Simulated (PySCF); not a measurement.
These are B3LYP-D3(BJ)/def2-TZVP // BP86-D3(BJ)/def2-SVP (PySCF) values and carry that method's errors. Gas-phase values, no solvent. B3LYP has the VWN-RPA correlation part, as in Gaussian. 

Reference species (SMILES): `[NH2]` (neutral, multiplicity 2).

```
Property        Value
-------------  ------
dipole moment  1.96 D
```

Changed species: `[OH]` (free radical OH; the reference has free radical NH2).

### Question
Predict the effect on the dipole moment.

### Answer
the dipole moment falls by 0.18 D, to 1.78 D.
